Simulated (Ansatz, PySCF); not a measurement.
Constitutional and geometric isomers with formula CH2O. All species are isolated molecules in the gas phase. One relaxed conformer stands for each flexible species; it need not be the lowest. Strings in code marks are SMILES.

Quantity: electronic energy of isomers of CH2O relative to `C=O`, in kcal/mol. The restricted reference of `[CH]O` is unstable towards unrestricted orbitals.

Level 1: composite: frozen-core CCSD(T) with HF/cc-pVQZ and the correlation energy extrapolated as X^-3 from cc-pVTZ and cc-pVQZ, plus CCSDT(Q) minus CCSD(T) in cc-pVDZ // PBE0-D3(BJ)/def2-TZVP (Ansatz, a program for electronic structure)
Level 2: LC-ωPBE/cc-pVTZ // PBE0-D3(BJ)/def2-TZVP (Ansatz)
Level 3: PBE-D3(BJ)/def2-TZVP // PBE0-D3(BJ)/def2-TZVP (PySCF)
Level 4: frozen-core MP2/6-31G* // PBE0-D3(BJ)/def2-TZVP (PySCF)

```
species                       level 1  level 2  level 3  level 4
----------------------------  -------  -------  -------  -------
`[CH]O` (H–C–O–H torsion 0°)     56.5     58.1     58.9     66.7
```
